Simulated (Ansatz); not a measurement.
# NaB (triplet): wave-function methods side by side, cc-pVQZ

How much of the correlation energy of NaB (triplet) does each wave-function method recover here?

Program: Ansatz 0.2.0, Gaussian basis. Level of theory: cc-pVQZ, core rule «outside noble gas», up to 6 orbitals frozen. These are calculated values, not measurements.

The runs, in order: UHF; CCSD(T) on ROHF; CCSD(T) on UHF; BCCD(T) on ROHF; CCSDT(Q) on ROHF; CCSDT(Q) on UHF.

17 further runs of the same task are left out: 3 for a known fault of the program, 6 that didn't finish, 8 set aside as unsound or not needed. Runs told in other sessions of the task aren't counted.

### Step 1. What is computed

The geometry is a PBE0/def2-TZVP stationary point (not a proven minimum) of the parent state, kept for this charge and spin.

2 atoms, charge 0, spin multiplicity 3.

Atoms are counted from 1 here; the program's logs count them from 0.

Bond lengths: B1–Na2 2.702 Å.

### Step 2. UHF

File in.yaml:

```yaml
crystal:
  periodic: [false, false, false]
  atoms:
    - {symbol: B, position_ang: [0.000000, 0.000000, 0.000000]}
    - {symbol: Na, position_ang: [0.000000, 0.000000, 2.702200]}
basis:
  gaussian: {orbitals: cc-pVQZ}
magnetization: {spin_polarized: true, initial_magnetization: 2}
hamiltonian: {xc: hf}
output: {orbitals: {seedname: orbitals}}
```

On the command line:

```
$ ansatz run in.yaml --threads 1 --pin off --events-out ev --progress --plain --max-ram 2393MiB
```

The runs that follow: CCSD(T) on ROHF; CCSD(T) on UHF; BCCD(T) on ROHF; CCSDT(Q) on ROHF; CCSDT(Q) on UHF.

Q: Predict the results of all the runs planned. Wanted: UCCSDT(Q) from the RHF energy; RMP2 from UCCSDT(Q); UMP2 from UCCSDT(Q); RCCSD from UCCSDT(Q); RCCSD(T) from UCCSDT(Q); UCCSD(T) from UCCSDT(Q); RCCSDT(Q) from UCCSDT(Q); T1 diagnostic.

As calculated:

| quantity | value |
| --- | --- |
| UCCSDT(Q) from the ROHF energy | -2.4520 eV |
| RMP2 from UCCSDT(Q) | +13.61 kcal/mol |
| UMP2 from UCCSDT(Q) | +14.48 kcal/mol |
| RCCSD from UCCSDT(Q) | +2.94 kcal/mol |
| RCCSD(T) from UCCSDT(Q) | +0.63 kcal/mol |
| UCCSD(T) from UCCSDT(Q) | +0.65 kcal/mol |
| RCCSDT(Q) from UCCSDT(Q) | +0.02 kcal/mol |
| levels within 1 kcal/mol (43 meV) | RCCSD(T), UCCSD(T), BCCD(T), RCCSDT, UCCSDT, RCCSDT(Q) |
| T1 diagnostic | 0.031 |

RCCSD(T) lands +0.63 kcal/mol from the yardstick (1.1 % of the correlation energy). These misses are within one basis, not against nature; the frozen cores of restricted and unrestricted runs differ, which can shift their rows.
